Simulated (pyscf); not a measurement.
7 silicon, germanium or tin steps of one kind (hydrogen abstraction, radical): barrier in kcal/mol, from the separated reactants or the lowest minimum found. Optimised with ωB97X-D3(BJ)/def2-SVP in PySCF. Correlated levels are frozen-core, on RHF or UHF. ΔMP2 is the change of the MP2 total energy from the triple- to the quadruple-zeta basis. Functionals in def2-TZVP; the last column is CCSD(T)/def2-TZVPP + ΔMP2(QZVPP). Rows were drawn at random from the steps of this kind and element class whose saddle was verified and whose references are stable, among light species with clean single-reference diagnostics.

```json
[
 {"step": "`[SiH3][Cl]` + `[SiH3]` [doublet] → `[SiH2][Cl]` [doublet] + `[SiH4]`", "PBE": "3.7", "r²SCAN": "6.1", "B3LYP-D3(BJ)": "5.8", "CCSD(T)": "10.9"},
 {"step": "`[SiH4]` + `[CH3]` [doublet] -> `[SiH3]` [doublet] + `[CH4]`", "PBE": "1.8", "r²SCAN": "5.6", "B3LYP-D3(BJ)": "5.3", "CCSD(T)": "9.1"},
 {"step": "`[OH][PH2]` + `[SiH3]` [doublet] -> `[O][PH2]` [doublet] + `[SiH4]`", "PBE": "3.6", "r²SCAN": "6.1", "B3LYP-D3(BJ)": "6.6", "CCSD(T)": "15.8"},
 {"step": "`[F][SiH3]` + `[NH2]` [doublet] -> `[F][SiH2]` [doublet] + `[NH3]`", "PBE": "-3.2", "r²SCAN": "1.3", "B3LYP-D3(BJ)": "2.2", "CCSD(T)": "6.9"},
 {"step": "`[NH2][SiH3]` + `[NH2]` [doublet] → `[NH2][SiH2]` [doublet] + `[NH3]`", "PBE": "-4.4", "r²SCAN": "0.2", "B3LYP-D3(BJ)": "1.0", "CCSD(T)": "5.5"},
 {"step": "`[F][SiH2]` [doublet] + `[SiH4]` → `[F][SiH3]` + `[SiH3]` [doublet]", "PBE": "4.0", "r²SCAN": "5.6", "B3LYP-D3(BJ)": "6.4", "CCSD(T)": "10.5"},
 {"step": "`[OH][SiH2]` [doublet] + `[SiH4]` -> `[OH][SiH3]` + `[SiH3]` [doublet]", "PBE": "5.6", "r²SCAN": "6.9", "B3LYP-D3(BJ)": "7.6", "CCSD(T)": "11.3"}
]
```

Differences from the last column (kcal/mol): PBE: mean -8.4, median -7.2, mean size 8.4, lower in 7 of 7; r²SCAN: mean -5.5, median -5.0, mean size 5.5, lower in 7 of 7; B3LYP-D3(BJ): mean -5.0, median -4.6, mean size 5.0, lower in 7 of 7. PBE is closest for row 7 (5.7 kcal/mol apart) and farthest for row 3 (12.2 kcal/mol). PBE, r²SCAN and M06-2X carry no added dispersion term. The last column is a level with limits of its own. Each barrier is that of the saddle found. The CCSD(T) − MP2 part came from Ansatz, without density fitting, on the same reference.
